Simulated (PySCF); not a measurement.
Geometry:
```
atom   x (Å)   y (Å)   z (Å)
  C1  -0.554  -1.337  -0.693
  P2  -0.150  -0.323   0.808
  C3   1.552   0.235   0.323
  P4  -1.126   1.500   0.014
  F5  -2.645   1.122   0.442
  F6  -0.863   2.449   1.303
  H7  -0.003  -2.274  -0.638
  H8  -0.295  -0.825  -1.618
  H9  -1.618  -1.569  -0.693
 H10   1.866   1.042   0.983
 H11   1.595   0.576  -0.710
 H12   2.241  -0.596   0.454
```

Rapidly exchanging positions averaged, one computed conformer, non-relativistic Hamiltonian, no solvent. GFN2-xTB geometry; PBE0/pcSseg-1 with gauge-including orbitals; PySCF 2.14.

δ = σ(ref) − σ, references computed at the same level: TMS for ¹³C (σref 186.93) and ¹H (σref 31.72); H3PO4 for ³¹P (σref 318.38); ¹⁹F (σref 170.95) vs CFCl3.

```tsv
atoms	nucleus	count	Hirshfeld charge	δ (ppm)
P2	³¹P	1	0.09	-72.7
F5/F6	¹⁹F	2	-0.17	-120.4
P4	³¹P	1	0.30	?
H7/H8/H9/H10/H11/H12	¹H	6	0.04	1.10
C1/C3	¹³C	2	-0.17	?
```

**Question.** Estimate the values marked ?.

**Answer.** 
- C1/C3: 8.0 ppm, methyl carbon bonded to P
- P4: 338.6 ppm, phosphorus bonded to 2 F, P

Shifts are as computed. Against solution values, carbons near 30 ppm lie about +3 ppm off and those near 130 ppm about +5 ppm. Of 1211 compounds with measured shifts, 218 miss one by over three times the rms of a fit or turn the order of signals round; such compounds aren't used in these exercises. Unscaled 19F shifts against computed CFCl3 carry errors that often reach 10 to 50 ppm. Experimental scales use liquid or dissolved standards, which lie at an offset from isolated H3PO4.
